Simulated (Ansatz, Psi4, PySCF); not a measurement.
Species: C$_{3}$H$_{3}$, charge 0, multiplicity 2. SMILES: C1=C[CH]1
Geometry from a B3LYP-D3(BJ)/def2-TZVP (Ansatz, a program for electronic structure) optimisation:
```xyz
6

C      0.0018     0.0071     0.8842
C      0.0467    -0.6576    -0.4096
C      0.0561     0.6501    -0.4202
H     -0.7909     0.0189     1.6308
H      0.0705    -1.5781    -0.9660
H      0.0930     1.5610    -0.9914
```
Charge 0, spin multiplicity 2.

Property: size of the dipole moment, in D. Conventions: non-relativistic; UHF or UKS for open shells; no dispersion term unless named; spin-orbit terms left out; LANL2DZ all-electron up to Ne; 6-31G* and kin with 6d, 5d where marked; 6-311+G** with 5d. First-principles rows: single points at B3LYP-D3(BJ) geometries (Ansatz).

```csv
level,program,size of the dipole moment (D)
BP86/def2-SVP,PySCF,1.49
B3LYP/LANL2DZ,Ansatz,1.60
B3LYP/6-31G*,Ansatz,1.44
B3LYP/6-311+G**,Ansatz,1.56
PBE0/6-311+G**,Ansatz,1.53
wB97X-D/6-31G*,Psi4,1.47
```

No value to compare with is used here. The 6 habitual levels span 1.44 (B3LYP/6-31G*) to 1.60 D (B3LYP/LANL2DZ).

The levels are drawn from those run, B3LYP/6-31G* more often than the rest, none by its result; left out are runs that failed, that the program found above a lower state of the same kind, or whose <S^2> lies over 0.5 above the pure value.
